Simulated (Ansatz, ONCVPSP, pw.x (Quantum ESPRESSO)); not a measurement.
## What a changed setting does to a pw.x run (diamond Ge)

Potential: optimised norm-conserving Vanderbilt (ONCV), ONCVPSP 4.0.1.1 (patched build), PBE; core [Ar] 3d10, reference 4s2 4p2; waves: 4s: rc 1.65 bohr, ncon 5, nbas 9, qcut 4.8 1/bohr, 1 projector; 4p: rc 3.38 bohr, ncon 3, nbas 7, qcut 2.9 1/bohr, 1 projector; d scattering state at 0.45 Ha: rc 2.25 bohr, ncon 3, nbas 7, qcut 3.7 1/bohr, 1 projector; local part: polynomial inside 1.35 bohr (lpopt 5, dvloc0 0 Ha); core correction: none.

The reference run (k-mesh 8³, cutoffs 35/140 Ry, Fermi–Dirac 0.01 Ry, mixing_beta 0.4, conv_thr 1e-9, no spin) gives -0.43 GPa at 23.951 Å³/atom, where all-electron LAPW gives 0.00 GPa. This run, with its own iteration cap, changes diagonalization to cg.

```
&control
  calculation='scf', prefix='x', pseudo_dir='./', outdir='./tmp', tstress=.true., disk_io='none'
/
&system
  ibrav=0, nat=2, ntyp=1, ecutwfc=35, ecutrho=140, nbnd=11,
  occupations='smearing', smearing='fd', degauss=0.01
/
&electrons
  conv_thr=1e-09, mixing_beta=0.4, electron_maxstep=60, diagonalization='cg'
/
ATOMIC_SPECIES
Ge 1.0 Ge.UPF
CELL_PARAMETERS angstrom
  0.00000000 2.88253474 2.88253474
  2.88253474 0.00000000 2.88253474
  2.88253474 2.88253474 0.00000000
ATOMIC_POSITIONS crystal
Ge 0.0000 0.0000 0.0000
Ge 0.2500 0.2500 0.2500
K_POINTS automatic
8 8 8 0 0 0
```

```bash
pw.x < Ge.scf.in > Ge.scf.out
```

**Question.** How does the run end?

**Answer.** It converges in 7 iterations; the free energy moves by +0.0 meV/atom and the pressure by +0.00 GPa. The result is that of the reference run.

```
Message from routine setup:
     using ibrav=0 with symmetry is DISCOURAGED, use correct ibrav instead
     lattice parameter (alat)  =       7.7035  a.u.
     unit-cell volume          =     323.2587 (a.u.)^3
     number of electrons       =         8.00
     number of Kohn-Sham states=           11
     kinetic-energy cutoff     =      35.0000  Ry
     charge density cutoff     =     140.0000  Ry
     scf convergence threshold =      1.0E-09
     Exchange-correlation= PBE
     number of k points=    29  Fermi-Dirac smearing, width (Ry)=  0.0100
     iteration #  1     ecut=    35.00 Ry     beta= 0.40
     total energy              =     -15.77102481 Ry
     estimated scf accuracy    <       0.03034879 Ry
     iteration #  2     ecut=    35.00 Ry     beta= 0.40
     total energy              =     -15.77015068 Ry
     estimated scf accuracy    <       0.00943172 Ry
     iteration #  3     ecut=    35.00 Ry     beta= 0.40
     total energy              =     -15.77049451 Ry
     estimated scf accuracy    <       0.00010966 Ry
     iteration #  4     ecut=    35.00 Ry     beta= 0.40
     total energy              =     -15.77052867 Ry
     estimated scf accuracy    <       0.00000209 Ry
     iteration #  5     ecut=    35.00 Ry     beta= 0.40
     total energy              =     -15.77053013 Ry
     estimated scf accuracy    <       0.00000011 Ry
     iteration #  6     ecut=    35.00 Ry     beta= 0.40
     total energy              =     -15.77053015 Ry
     estimated scf accuracy    <       0.00000002 Ry
     iteration #  7     ecut=    35.00 Ry     beta= 0.40
     the Fermi energy is     5.1849 ev
!    total energy              =     -15.77053015 Ry
     estimated scf accuracy    <          1.4E-10 Ry
     smearing contrib. (-TS)   =      -0.00088866 Ry
     The total energy is F=E-TS. E is the sum of the following terms:
     one-electron contribution =       3.47359755 Ry
     hartree contribution      =       1.20718765 Ry
     xc contribution           =      -4.62784816 Ry
     ewald contribution        =     -15.82257853 Ry
     convergence has been achieved in   7 iterations
          total   stress  (Ry/bohr**3)                   (kbar)     P=       -4.32
     Message from routine punch:
     Nothing written, as per user request (disk_io='none')
```

The run took about 9.9 s on one core of a shared host (AMD EPYC 7R43 64-Core Processor, 256 threads, 1004 GiB, load 188).
